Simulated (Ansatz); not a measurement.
Species: C3H4, SMILES `C=C=C` (charge 0, multiplicity 1).

Give a relaxed geometry from Ansatz (an electronic-structure program) with PBE0-D3(BJ)/def2-TZVP.

the end point of this relaxation (outside a Z-matrix the atoms follow the SMILES, hydrogens last).
Bond lengths (Å): C1–C2 1.299, C1–H4 1.085, C1–H5 1.085, C2–C3 1.299, C3–H6 1.085, C3–H7 1.085. Bond angles (°): C2–C1–H4 121.1, C2–C1–H5 121.1, H4–C1–H5 117.9, C1–C2–C3 180.0, C2–C3–H6 121.1, C2–C3–H7 121.1, H6–C3–H7 117.9.
